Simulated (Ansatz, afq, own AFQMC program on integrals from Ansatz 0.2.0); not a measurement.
N⁺, triplet in cc-pVQZ, levels against full CI

A free N cation.

Basis cc-pVQZ. Only valence electrons are correlated. AFQMC by an in-house program on the Cholesky factors that Ansatz 0.2.0 writes for its CCSD(T) run. ph-AFQMC/CISD is guided by a CISD state made of CCSD amplitudes; releasing the constraint for a short imaginary time cuts its bias at the price of noise, slowly where states lie close. ± is one standard error of the sampling.

Determinant: ROHF, the one that the program's search chose, which needn't be the lowest solution.

Full CI is exact in this basis; its frozen core comes from its own orbitals, which moves totals by up to a few meV.

Cautions: the released energies have errors that jump between times, so the bars are unsure, so no released level is given (meV from the phaseless value at times in 1/Eh: -29 ± 27 at 0.24, 72 ± 74 at 0.50, -3.7 ± 0.7 at 1.00, -4.3 ± 0.7 at 1.50), though the last usable value meets full CI within the noise; full CI with its own frozen core.

```
T1 diagnostic                               : 0.0170
weight of the determinant in the CISD state : 0.960
size of the correlated space                : 4 electrons in 54 orbitals
```

Reference: full CI, correlation energy -2.865 eV.

| level | E − E(reference) (kJ/mol) | share of correlation (%) |
| --- | --- | --- |
| HF | 276.4 | 0.00 |
| MP2 | 57.0 | 79.37 |
| CCSD | 5.8 | 97.90 |
| CCSD(T) | 0.8 | 99.72 |
| CCSDT | -0.1 | 100.02 |
| CCSDT(Q) | -0.1 | 100.04 |
| ph-AFQMC/CISD | 0.3 ± 0.1 | 99.88 |

CCSDT and higher add their correlation energy to the determinant of the CCSD(T) run, since their own runs factorise the integrals more tightly (a shift of under 2 meV). A walk keeps the symmetry of its determinant, which the program's search chose and which needn't be the lowest solution, so a lower state of the same spin and another symmetry isn't excluded.
